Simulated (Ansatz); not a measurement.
Isomers of C$_{2}$H$_{4}$F$_{2}$O, relaxed with PBE0-D4/def2-TZVP in Ansatz; electronic energies, one conformer each and not always the lowest. Functionals use def2-TZVPP; CBS adds triple-zeta CCSD(T) − MP2 to the MP2 limit of def2-TZVPP and def2-QZVPP.

(1) Order them by energy at frozen-core CCSD(T)/CBS, lowest first. (Best estimate.)
A. `COC(F)F`
B. `CC(O)(F)F`
C. `FCOCF`

(2) How do r2SCAN-D4, MP2/CBS(def2), ωB97M-V, B3LYP-D4 place them (kJ/mol, against `CC(O)(F)F`)? (Best estimate.)

Results:

(1) B (0.0 kJ/mol), A (82.5 kJ/mol), C (103.9 kJ/mol).

(2) Ansatz gave: 
```
   isomer  r2SCAN-D4  MP2/CBS(def2)  ωB97M-V  B3LYP-D4
  `FCOCF`      108.7          108.6    106.7      95.3
`COC(F)F`       82.6           86.2     82.8      75.2
```

B3LYP here is the variant with VWN-RPA as its local correlation; programs differ in this.
